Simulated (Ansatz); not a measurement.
Rock-salt BaTe was calculated with B3LYP (VWN-RPA form) in Ansatz (plane waves, PAW).

Numerical settings: plane-wave cutoff 520 eV, 6×6×6 k mesh, scalar-relativistic PAW data made under PBE.

Computed at the level's own relaxed cell.

Hill averages of the elastic tensor: K = 27.6 GPa, G = 16.9 GPa. Volume 45.845 Å³/atom, mean atomic mass 132.464 u.

Q: Work out the density, the sound velocities of a polycrystal and the elastic Debye temperature at this level.

A: ρ = 1.66054 × 132.464/45.845 = 4.798 g/cm³. v_l = √[(K + 4G/3)/ρ] = 3.232 km/s and v_t = √(G/ρ) = 1.877 km/s. The mean follows from 3/v_m³ = 1/v_l³ + 2/v_t³: v_m = 2.083 km/s. Θ_D = (ħ/k_B) v_m (6π²/V)^(1/3) = 76.38 K Å s/km × 2.083 × 1.0891 Å⁻¹ = 173 K, counting all atoms of the cell.

Ansatz is a program for electronic structure.
